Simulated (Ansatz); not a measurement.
# SiNHO (triplet): from Hartree-Fock to the top rungs, cc-pVDZ

The task here is to estimate one member of a computed series from the others.

The runs use Ansatz 0.2.0, Gaussian basis; cc-pVDZ, core rule «outside noble gas», up to 7 orbitals frozen.

Plan: UHF; CCSD(T) on ROHF; CCSD(T) on UHF; BCCD(T) on ROHF; CISD; CCSDT(Q) on ROHF; CCSDT(Q) on UHF.

18 further runs of the same task are left out: 1 for a known fault of the program, 4 that didn't finish, 13 set aside as unsound or not needed.

## The geometry

The geometry is a PBE0/def2-TZVP stationary point (not a proven minimum) of the parent state, kept for this charge and spin.

4 atoms, charge 0, spin multiplicity 3.

Atoms are counted from 1 here; the program's logs count them from 0.

Bond lengths: N1–O2 1.335 Å, N1–H4 1.025 Å, O2–Si3 1.558 Å. Angles: O2–N1–H4 102.7°, N1–O2–Si3 169.5°.

Set-up of the first run:

Input file in.yaml:

```yaml
crystal:
  periodic: [false, false, false]
  atoms:
    - {symbol: N, position_ang: [0.000000, -0.143210, 1.718396]}
    - {symbol: O, position_ang: [0.000000, 0.058390, 0.398268]}
    - {symbol: Si, position_ang: [0.000000, 0.009037, -1.158961]}
    - {symbol: H, position_ang: [0.000000, 0.811436, 2.092278]}
basis:
  gaussian: {orbitals: cc-pVDZ}
magnetization: {spin_polarized: true, initial_magnetization: 2}
hamiltonian: {xc: hf}
output: {orbitals: {seedname: orbitals}}
```

On the command line:

```console
ansatz run in.yaml --threads 1 --pin off --events-out ev --progress --plain --max-ram 2393MiB
```

Among the steps run: UHF; CCSD(T) on ROHF; CCSD(T) on UHF; BCCD(T) on ROHF; CISD; CCSDT(Q) on ROHF; CCSDT(Q) on UHF.

One table of the session follows, with a row left open; its other results are not shown here.

It belongs to the step «Misses and costs». 

```
   method  from UCCSDT(Q) (kcal/mol)
     ROHF                    +269.28
      UHF                    +263.39
     RMP2                     +28.09
     UMP2                     +28.86
     CISD                          ?
    RCCSD                      +8.71
    UCCSD                      +8.60
 RCCSD(T)                      +1.37
 UCCSD(T)                      +1.39
  BCCD(T)                      +1.27
   RCCSDT                      +0.75
   UCCSDT                      +0.73
RCCSDT(Q)                      +0.10
UCCSDT(Q)                          0
```

**Question.** Estimate the row for CISD.

**Answer.** from UCCSDT(Q) (kcal/mol): +35.99. In the column «from UCCSDT(Q) (kcal/mol)» it lies between UMP2 (+28.86) and UHF (+263.39).

Caveats from the session: Restricted and unrestricted rows rest on different reference determinants; where their highest levels disagree by more than a few hundredths of an eV, they describe different states and don't form one ladder.
